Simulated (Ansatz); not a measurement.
The input, for Ansatz 0.2.0:

```yaml
crystal:
  periodic: [false, false, false]
  atoms:
    - {symbol: B, position_ang: [0.000000, 0.000000, 0.090069]}
    - {symbol: C, position_ang: [0.000000, 0.000000, -1.358850]}
    - {symbol: H, position_ang: [0.000000, 0.000000, 1.268781]}
basis:
  gaussian: {orbitals: 6-31G}
magnetization: {spin_polarized: true, initial_magnetization: 2}
correlation: {method: ccsdt_q, electrons: outside_noble_gas}
```

```sh
$ ansatz run in.yaml --threads 1 --pin off --events-out ev --progress --plain --max-ram 2393MiB
```

Roughly how long does this take on 1 thread of Arm Neoverse V1, shared host, and how much host memory?

3.6 s wall and 0.1 GiB.

```
443 factors; integrals over basis functions are off by at most 1.0e-7 eV
mean field evaluation 1: about -1711.2502 eV, gradient 1.0e1 eV
mean field evaluation 2: about -1711.2540 eV, gradient 1.0e1 eV
mean field evaluation 4: about -1712.1253 eV, gradient 1.4e0 eV
mean field evaluation 8: about -1712.1734 eV, gradient 3.1e-3 eV
mean field evaluation 16: about -1712.1670 eV, gradient 2.7e-1 eV
mean field evaluation 32: about -1708.0440 eV, gradient 3.5e-2 eV
mean field evaluation 64: about -1710.8843 eV, gradient 5.8e0 eV
mean field evaluation 96: about -1711.8548 eV, gradient 1.6e-2 eV
mean field evaluation 128: about -1711.2100 eV, gradient 4.5e0 eV
mean field evaluation 160: about -1712.0005 eV, gradient 6.6e-1 eV
...
cycle  13  -3.31741402 eV  change   -3.2e-5 eV  update   5.7e-5
cycle  14  -3.31733077 eV  change    8.3e-5 eV  update   2.9e-5
cycle  15  -3.31728581 eV  change    4.5e-5 eV  update   1.3e-5
cycle  16  -3.31727818 eV  change    7.6e-6 eV  update   5.8e-6
cycle  17  -3.31728331 eV  change   -5.1e-6 eV  update   3.2e-6
cycle  18  -3.31728722 eV  change   -3.9e-6 eV  update   1.6e-6
cycle  19  -3.31728826 eV  change   -1.0e-6 eV  update   1.1e-6
cycle  20  -3.31728699 eV  change    1.3e-6 eV  update   7.4e-7
cycle  21  -3.31728509 eV  change    1.9e-6 eV  update   4.6e-7
cycle  22  -3.31728500 eV  change    9.0e-8 eV  update   2.8e-7
perturbative correction -0.00960136 eV, -0.0003528435 hartree
Total energy: -1715.57779364 eV, -63.0463210560 hartree
```

For the same geometry and basis full CI lies 0.5 meV lower. The determinant has ⟨S²⟩ = 2.41, so this isn't a pure spin state.
